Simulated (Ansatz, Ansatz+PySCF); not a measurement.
```yaml
atoms:
  - { symbol: C, position_ang: [0.0000, 0.0000, -1.3381] }
  - { symbol: C, position_ang: [0.0000, 0.0000, 0.2316] }
  - { symbol: C, position_ang: [0.0000, 0.0000, 1.5393] }
  - { symbol: H, position_ang: [0.0000, -1.1098, -1.7654] }
  - { symbol: H, position_ang: [-0.9611, 0.5549, -1.7654] }
  - { symbol: H, position_ang: [0.9611, 0.5549, -1.7654] }
  - { symbol: H, position_ang: [0.0000, 0.0000, 2.6993] }
```

RHF-MP2 on singlet C₃H₄ was run in several spherical basis sets with Ansatz (development build ahead of 0.2.0). Frozen core: 3 orbitals. Caution for RHF-MP2: no unrestricted run beside it, a lower state can exist.

**Question.** Rank the basis sets by the total energy that they give, lowest first, with the distance from the lowest.
A. cc-pVTZ
B. def2-SVP
C. 6-31G(d)
D. cc-pVDZ
E. def2-TZVP

**Answer.** A (0.00 eV), E (0.22 eV), D (2.92 eV), C (4.05 eV), B (5.57 eV).

Totals follow the description of the cores as much as that of the bonds, so this order isn't one of quality for chemistry.
